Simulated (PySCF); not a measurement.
A geometry optimisation, step by step.

Species: C4H4S2.
Numbering: `[CH:1]1=[CH:2][S:3][CH:4]=[CH:5][S:6]1` (hydrogens: H7 on C1; H8 on C2; H9 on C4; H10 on C5)

Computed by this run: PBE0-D3(BJ)/def2-SVP geometry optimisation, gas phase in PySCF 2.14.0; density fitting, grid level 1; the optimiser is geomeTRIC in internal coordinates, started from a GFN2-xTB structure. The frame can shift and turn from step to step; on so coarse a grid that alone can change the energy by a few meV, and forces under 0.02 eV/Å are noise.

Step 0: E = -25860.3676 eV, largest atomic force 0.773 eV/Å
```
atom  x, y, z in Å  |  force x, y, z in eV/Å
C1     -1.193    0.893   -0.234    0.561   0.519  -0.112
C2     -1.433   -0.408   -0.243    0.342  -0.679  -0.102
S3     -0.243   -1.691   -0.453    0.050   0.140  -0.079
C4      1.205   -0.894    0.162   -0.513  -0.529  -0.235
C5      1.446    0.407    0.164   -0.291   0.678  -0.232
S6      0.376    1.671   -0.442   -0.017  -0.149  -0.077
H7     -1.981    1.610   -0.066   -0.514   0.282   0.130
H8     -2.425   -0.799   -0.082   -0.579  -0.080   0.134
H9      1.905   -1.596    0.586    0.449  -0.272   0.281
H10     2.352    0.812    0.586    0.511   0.090   0.291
```

Step 1: E = -25860.4232 eV, largest atomic force 0.128 eV/Å
```
atom  x, y, z in Å  |  force x, y, z in eV/Å
C1     -1.160    0.889   -0.243   -0.117   0.018  -0.049
C2     -1.399   -0.426   -0.248   -0.109   0.025  -0.054
S3     -0.187   -1.661   -0.574    0.006   0.030   0.018
C4      1.223   -0.902    0.160    0.121  -0.020  -0.022
C5      1.462    0.413    0.164    0.120  -0.032  -0.021
S6      0.408    1.624   -0.561   -0.005  -0.024   0.018
H7     -1.959    1.600   -0.007    0.034  -0.024   0.032
H8     -2.397   -0.812   -0.017    0.042   0.008   0.034
H9      1.912   -1.596    0.652   -0.043   0.026   0.021
H10     2.350    0.817    0.660   -0.051  -0.006   0.022
```

Step 2: E = -25860.4268 eV, largest atomic force 0.026 eV/Å
```
atom  x, y, z in Å  |  force x, y, z in eV/Å
C1     -1.167    0.890   -0.251    0.009  -0.002   0.005
C2     -1.404   -0.424   -0.257   -0.001  -0.005   0.006
S3     -0.183   -1.653   -0.583    0.002  -0.012  -0.023
C4      1.232   -0.903    0.152   -0.012  -0.001  -0.002
C5      1.470    0.411    0.157   -0.002   0.006   0.005
S6      0.407    1.616   -0.569    0.007   0.013  -0.021
H7     -1.958    1.601    0.006    0.009   0.006   0.009
H8     -2.395   -0.815   -0.004    0.006  -0.011   0.009
H9      1.907   -1.596    0.663   -0.011  -0.005   0.005
H10     2.345    0.820    0.672   -0.008   0.011   0.007
```

Step 3: E = -25860.4276 eV, largest atomic force under 0.02 eV/Å
```
atom  x, y, z in Å  |  force x, y, z in eV/Å
C1     -1.165    0.889   -0.253   -0.001   0.004   0.011
C2     -1.403   -0.426   -0.258    0.017   0.002   0.005
S3     -0.181   -1.650   -0.597    0.006   0.004  -0.018
C4      1.231   -0.902    0.148   -0.003  -0.004   0.009
C5      1.469    0.412    0.154   -0.017   0.000   0.001
S6      0.408    1.613   -0.581   -0.002  -0.004  -0.018
H7     -1.951    1.601    0.017   -0.006   0.005   0.004
H8     -2.389   -0.820    0.007   -0.005  -0.001   0.001
H9      1.898   -1.596    0.668    0.006  -0.004   0.003
H10     2.336    0.825    0.680    0.005   0.000   0.003
```

Step 4: E = -25860.4277 eV, largest atomic force 0.029 eV/Å
```
atom  x, y, z in Å  |  force x, y, z in eV/Å
C1     -1.166    0.890   -0.251    0.024  -0.013  -0.005
C2     -1.400   -0.425   -0.258   -0.024  -0.013   0.010
S3     -0.176   -1.644   -0.613   -0.008   0.005  -0.005
C4      1.232   -0.903    0.147   -0.020   0.013  -0.013
C5      1.466    0.412    0.153    0.020   0.013   0.016
S6      0.407    1.608   -0.595    0.007  -0.004  -0.001
H7     -1.948    1.602    0.029   -0.005  -0.006  -0.001
H8     -2.381   -0.825    0.016   -0.008   0.001   0.000
H9      1.892   -1.598    0.674    0.006   0.006  -0.003
H10     2.327    0.829    0.685    0.007  -0.002   0.002
```

Step 5: E = -25860.4278 eV, largest atomic force under 0.02 eV/Å
```
atom  x, y, z in Å  |  force x, y, z in eV/Å
C1     -1.165    0.888   -0.250   -0.009   0.013   0.003
C2     -1.402   -0.427   -0.257    0.011  -0.003  -0.005
S3     -0.176   -1.642   -0.616    0.002  -0.004   0.003
C4      1.231   -0.901    0.146    0.009  -0.013   0.004
C5      1.468    0.414    0.154   -0.010   0.001  -0.008
S6      0.407    1.606   -0.596   -0.004   0.005   0.004
H7     -1.947    1.600    0.030   -0.001  -0.001   0.003
H8     -2.384   -0.826    0.017    0.003   0.004  -0.001
H9      1.892   -1.596    0.671    0.000   0.001  -0.001
H10     2.329    0.830    0.686   -0.002  -0.004  -0.001
```

Task: Summarise the path.

Result: The energy falls by 1.39 kcal/mol from step 0 to step 5; nine tenths of that is first reached at step 1. It falls at every step. The largest force goes from 0.773 to under 0.02 eV/Å. Among the bonds C1–H7 changes most (a near tie, within 0.001 Å, with another), from 1.078 to 1.094 Å; the atoms move by 0.100 Å rms after alignment.

The cost below is that of the whole optimisation. Time: 21 s of wall time; peak memory 0.57 GiB. Hardware: Arm Neoverse V1, one thread, no GPU, shared host with 32 logical CPUs at a one-minute load of 18.
